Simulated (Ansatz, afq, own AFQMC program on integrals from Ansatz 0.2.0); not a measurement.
## ZrN, quartet: AFQMC among the cluster methods

```xyz
2

Zr    0.0000    0.0000    0.0000
N     0.0000    0.0000    1.5760
```

Basis def2-SVP with its core potentials. Only valence electrons are correlated. AFQMC by an in-house program on the Cholesky factors that Ansatz 0.2.0 writes for its CCSD(T) run. ph-AFQMC/CISD is guided by a CISD state made of CCSD amplitudes; releasing the constraint for a short imaginary time cuts its bias at the price of noise, slowly where states lie close. Uncertainties: one standard error, sampling alone. No spin–orbit coupling. The metal's outer-core s and p shells are frozen, which shifts wave-function levels against functionals.

Determinant: UHF, the one that the program's search chose, which needn't be the lowest solution. The geometry is a point of a scan.

No full CI on the walks' own integrals is used here; CCSDT(Q) serves as the reference and is uncertain by about the last step of the cluster series.

Cautions: no spin-orbit coupling; outer-core shells of the metal frozen; lower spins were not checked; higher spins were not checked.

```
T1 diagnostic                               : 0.0278
weight of the determinant in the CISD state : 0.901
⟨S²⟩ of the determinant                     : 3.764
size of the correlated space                : 9 electrons in 40 orbitals
```

| level | correlation energy (eV) |
| --- | --- |
| MP2 | -5.4481 |
| CCSD | -5.6264 |
| CCSD(T) | -5.8917 |

Question: Estimate where AFQMC with the constraint released lies against CCSD(T) on the same integrals.

Answer: 1.17 ± 1.01 kcal/mol below CCSD(T). The gap is under twice the noise, so this walk alone can't tell the two apart.

Reference: CCSDT(Q), correlation energy -5.922 eV. The released energy is read at 4.20 1/Eh (meV from the phaseless value at times in 1/Eh: 17 ± 15 at 0.60, -6 ± 21 at 1.20, -18 ± 23 at 2.00, 30 ± 30 at 3.00, -21 ± 44 at 4.20).

```csv
level,E − E(reference) (kcal/mol),share of correlation (%)
CCSD(T),0.69,99.49
CCSDT,0.36,99.73
ph-AFQMC/CISD,0.01 ± 0.55,99.99
released AFQMC,-0.48 ± 1.01,100.35
```

A walk keeps the symmetry of its determinant, which the program's search chose and which needn't be the lowest solution, so a lower state of the same spin and another symmetry isn't excluded. Released energies are given only where the last usable release times agree within the noise; a slower fall can still hide under it.
